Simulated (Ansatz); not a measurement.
# TO(Γ) frequency of some cubic solids

Method: HSE06 (Ansatz, a program for electronic structure, PAW). References are measured values at low temperature.

Values in cm⁻¹.

```csv
solid,reference,HSE06,error (%)
diamond-structure Si,525,528,+0.6
diamond-structure Ge,304,303,-0.3
zinc-blende CuI,132,122,-7.6
rock-salt AgBr,85,68,-20
rock-salt AgCl,119,93,-22
diamond,1333,1372,+2.9
```

Over these 6 solids the mean error is -7.7 %, the mean absolute error 8.9 % (median 5.3 %), and the worst case rock-salt AgCl at -22 %; the value is below the reference in 4 of 6 cases.

All these references are low-temperature values that still hold zero-point motion.

Spin–orbit coupling is left out, also for the solids with elements from indium on (zinc-blende CuI); its size isn't shown.

Differences are worked out from the printed values.

Each level is taken at its own relaxed cell. Ansatz's density-functional and Hartree–Fock values are scalar-relativistic unless marked +SOC, with PAW data made under PBE.

Ansatz's runs of these crystals have no spin polarisation.

Not in this set, of the solids of all kinds but layered and molecular ones with a reference value in our tables and a result at some level: 42 for a reference of another kind, counted apart; 1 for sources at odds; 1 for no value at HSE06 (not run, a failed fit, an unstable or unbound cell, or a value held back for tests). These can be a level's best or worst cases. At least 7 more with a reference value are held back for tests. Solids without a released value at any level aren't counted. The metals Ce to Yb are counted apart.

References as tabulated in Tanner et al. (2021), arXiv:2110.11888; Hadni et al. (1968), doi:10.1364/ao.7.001159; arXiv:2305.18931; Kunc et al. (2003), arXiv:cond-mat/0304692.
